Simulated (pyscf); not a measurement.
Single points on ωB97X-D3(BJ)/def2-SVP structures (PySCF, gas phase).

For `[CH2]=[CH][C]#[N]` + `[CH3]` [doublet] → `[CH3][CH2][CH][C]#[N]` [doublet], an addition (doublet surface; none broken, C–C formed), PBE/def2-TZVP gives ΔE‡ = -3.4 kJ/mol and ΔE = -160.2 kJ/mol (zero: the separated reactants). In which direction and how far do r²SCAN/def2-TZVP, B3LYP-D3(BJ)/def2-TZVP, ωB97M-D3(BJ)/def2-TZVP move these?

r²SCAN: ΔE‡ = -0.9 kJ/mol, ΔE = -160.8 kJ/mol; B3LYP-D3(BJ): ΔE‡ = 1.0 kJ/mol, ΔE = -150.7 kJ/mol; ωB97M-D3(BJ): ΔE‡ = 8.8 kJ/mol, ΔE = -155.8 kJ/mol. PBE's barrier lies under all of them, by 2.4 to 12.2 kJ/mol. Its reaction energy matches one of them and lies within 9.5 kJ/mol of the others. At PBE, r²SCAN this geometry lies under the reactants; that is no barrier but a single point on another level's saddle; such a level's own saddle, if it has one, lies nearer that side and is low. This is the saddle that the search found; another between the same sides may lie lower.
